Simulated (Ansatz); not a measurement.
A made-up structure of BSiH$_{4}$O (charge -1), singlet:

| atom | x (Å) | y (Å) | z (Å) |
| --- | --- | --- | --- |
| B1 | -0.8489 | 0.3799 | -0.1388 |
| Si2 | 0.8440 | -0.5804 | 0.1561 |
| O3 | 1.2868 | -2.0477 | 0.3570 |
| H4 | 1.5781 | -2.8753 | 0.7708 |
| H5 | -0.6261 | 0.9991 | -1.1772 |
| H6 | -0.8569 | 1.1870 | 0.7888 |
| H7 | 2.0448 | 0.3776 | 0.2027 |

It is relaxed with PBE-D4/def2-SVPD and then PBE0-D4/def2-TZVPD (Ansatz 0.2.0). Atoms count as bonded within 1.22 times the sum of their covalent radii (H–H: 0.88 Å). The end point is not checked to be a true minimum.

Does its bonding change? (A judgement: the text doesn't fix the answer.)

By the calculation: No: no bond forms or breaks.

Where it ends: The first stage lowers the energy by 3.06 eV in 33 steps. It ends as BSiH₄O ([BH2][SiH][OH]), total charge -1:
```
atom    x (Å)    y (Å)    z (Å)
  B1  -0.4140   0.5449   0.0691
 Si2   1.1107  -0.4697  -0.1354
  O3   1.4634  -1.9747   0.5914
  H4   0.7259  -2.2344   1.1471
  H5  -0.4683   1.5897  -0.5379
  H6  -1.3396   0.2071   0.7721
  H7   2.3436  -0.2228  -0.9469
```

Labels in which every atom is bracketed show which atoms are joined, not bond orders.

For scale, one of the runs: PBE0-D4/def2-TZVPD relaxation, 156 basis functions, launched by `ansatz run in.yaml --threads 2 --pin off --events-out ev --progress --plain --max-ram 4352MiB`. Hardware: 2 CPU threads of an Arm Neoverse V2, shared host. Wall time about 20 s.
